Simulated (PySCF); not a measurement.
**Relaxation of singlet MgF2**

Method: PBE/[Mg def2-TZVP, F def2-TZVP], no relativity, density fitting, PySCF. A (50,194) grid was used.

A hand-made bent start, of C2v symmetry, held to at least that symmetry:

```xyz
3
charge 0 multiplicity 1, angstrom
Mg    0.0000    0.0000   -0.7138
F     1.6629    0.0000    0.4506
F    -1.6629    0.0000    0.4506
```

Task: What forces act on the atoms at the start (eV/Å)?

Result: 
```tsv
atom	Fx	Fy	Fz
Mg1	0.00	0.00	4.11
F2	-1.80	0.00	-2.05
F3	1.80	0.00	-2.05
```

Task: What does it relax to?

Result: It ends at D∞h with Mg–F 1.764 Å (×2); F–Mg–F 180.0° (after a last refinement on a finer grid). A frequency run shows a minimum. Other isomers or separated fragments may lie lower.

Task: How much energy is released, and in how many steps?

Result: 161.9 kJ/mol in 8 steps.

The relaxation took 7.7 s on 2 threads of a shared Arm Neoverse V1 host, with 94 basis functions and 9 gradients; the process peaked at 0.47 GiB.
